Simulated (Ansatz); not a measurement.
# BFH₃O+ (SMILES [OH2+]BF): single points off equilibrium

An exercise on one series of results from a longer session: the logs are not shown, and one member is left open.

Program: Ansatz 0.2.0, Gaussian basis. Level of theory: single points in def2-TZVPP. These are calculated values, not measurements.

Cores are frozen in the correlated methods. B3LYP uses VWN-RPA correlation.

## Where the work starts

SMILES `[OH2+]BF`, 6 atoms, charge 1, spin multiplicity 1.

Atoms are counted from 1 here; the program's logs count them from 0.

Bond lengths: O1–B2 1.386 Å, O1–H4 1.019 Å, O1–H5 0.974 Å, B2–F3 1.183 Å, B2–H6 1.266 Å. Angles: B2–O1–H4 129.6°, B2–O1–H5 119.2°, H4–O1–H5 108.7°, O1–B2–F3 112.7°, O1–B2–H6 124.3°, F3–B2–H6 122.8°.

Geometry (Å):

```xyz
6
charge 1, multiplicity 1
O    -0.5077    0.1421   -0.4212
B     0.4917   -0.2199    0.4688
F     0.0839   -0.4064    1.5630
H    -0.4317    0.5071   -1.3693
H    -1.3980    0.3415   -0.0802
H     1.7014   -0.4090    0.1456
```

The first run:

Contents of run/in.yaml:

```yaml
crystal:
  periodic: [false, false, false]
  atoms:
    - {symbol: O, position_ang: [-0.507700, 0.142100, -0.421200]}
    - {symbol: B, position_ang: [0.491700, -0.219900, 0.468800]}
    - {symbol: F, position_ang: [0.083900, -0.406400, 1.563000]}
    - {symbol: H, position_ang: [-0.431700, 0.507100, -1.369300]}
    - {symbol: H, position_ang: [-1.398000, 0.341500, -0.080200]}
    - {symbol: H, position_ang: [1.701400, -0.409000, 0.145600]}
basis:
  gaussian: {orbitals: def2-TZVPP}
total_charge: 1
correlation: {method: ccsd_t}
output: {forces: true}
```

No record of the launch command was kept for these runs.

Among the steps run: CCSD(T)/def2-TZVPP; PBE0-D4/def2-TZVPP; wB97M-V/def2-TZVPP; r2SCAN-D4/def2-TZVPP; PBE-D4/def2-TZVPP; r2SCANh-D4/def2-TZVPP; B3LYP-D4/def2-TZVPP.

One of the session's tables, all rows but one given; the rest of the session is left out.

```
    method  RMS force component (eV/Å)  angle to CCSD(T) forces (°)
   CCSD(T)                       3.085                    reference
   PBE0-D4                       2.920                          1.0
   wB97M-V                       3.037                          0.7
 r2SCAN-D4                           ?                            ?
    PBE-D4                       3.046                          4.5
r2SCANh-D4                       2.937                          0.9
  B3LYP-D4                       2.976                          1.3
```

Q: Estimate the row for r2SCAN-D4 from the others.

**Answer.** RMS force component (eV/Å): 2.972; angle to CCSD(T) forces (°): 1.2. In the column «RMS force component (eV/Å)» it lies between r2SCANh-D4 (2.937) and B3LYP-D4 (2.976).
